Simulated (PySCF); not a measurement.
# Ionising LiH

PBE0; basis Li def2-TZVP, H def2-TZVP; no relativity; PySCF 2.14. Neutral (UKS): singlet (closed shell), Re = 1.598 Å, ωe = 1412 cm⁻¹, De = 2.24 eV, HOMO -5.47 eV, LUMO -1.02 eV.

LiH⁺ (UKS): doublet (σ ↑), Re = 2.260 Å, ωe = 342 cm⁻¹, De = 0.09 eV to Li⁺ + H. The energies at the minima are -8.05056 hartree for LiH and -7.76686 for LiH⁺.

**Question.** Work out the adiabatic ionisation energy, without and with harmonic zero-point energies (1 hartree = 27.2114 eV, 1 eV = 8065.5 cm⁻¹), and the change of the bond length.

**Answer.** At PBE0: 0.28370 hartree = 7.720 eV between the minima; the zero-point term (342.0 − 1412.0)/2 cm⁻¹ = -0.066 eV makes it 7.654 eV. Re changes by +66.2 pm against the neutral. Minus the HOMO energy is 5.47 eV, -2.25 eV from the value between the minima; self-interaction puts the Kohn–Sham level too high, less so with exact exchange. The electron leaves a σ orbital, and the ion is left as a loose complex of an ion and an atom.

Weak bonds: LiH⁺. Basis-set superposition, not corrected here, can be much of De in a small basis, most of all at correlated wavefunction levels. For an ion De counts to the pair picked by the measured ionisation energies or electron affinities, which need not be the lowest pair at this level. States were picked by a PBE0 search and need not be the measured ground states.
